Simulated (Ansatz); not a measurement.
Basis-set extrapolation for C3H6N2O (`N/C=C(\N)C=O`) (PBE0-D4/def2-TZVP geometry, frozen core, Ansatz 0.2.0). Multiplicity 1, RHF reference.

```json
{"": "HF", "def2-TZVPP": "-300.956991", "def2-QZVPP": "-300.970648"}
{"": "MP2 correlation", "def2-TZVPP": "-1.126707", "def2-QZVPP": "-1.206575"}
{"": "CCSD(T) correlation", "def2-TZVPP": "-1.203094", "def2-QZVPP": "not run"}
```

Energies in hartree. Use E(X) = E(∞) + A·exp(−7.88·√X) for Hartree–Fock and E(X) = E(∞) + B·X^(−2.97) for correlation, with X = 3 and 4, and add CCSD(T) minus MP2 of the smaller set to the MP2 limit.

What is the CCSD(T) energy at the basis-set limit?

HF limit: -300.970648 + (-0.013657) × 0.13774 = -300.97253. MP2 limit: -1.206575 + (-0.079868) × 0.74074 = -1.26574. Higher-order term: -1.203094 − (-1.126707) = -0.07639. Total: -302.31466 hartree, 4.21 eV below CCSD(T)/def2-TZVPP.
